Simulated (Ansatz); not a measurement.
Species: AlF3, SMILES `[F][Al]([F])[F]` (charge 0, multiplicity 1).

Task: Give a relaxed geometry from PBE0-D3(BJ)/def2-TZVP run with Ansatz (a program for electronic structure).

Result: the end point of this relaxation (outside a Z-matrix the atoms follow the SMILES, hydrogens last).
Z-matrix (Å, degrees):
```
Al
F 1 1.6290
F 1 1.6290 2 120.00
F 1 1.6290 2 120.00 3 179.99
```
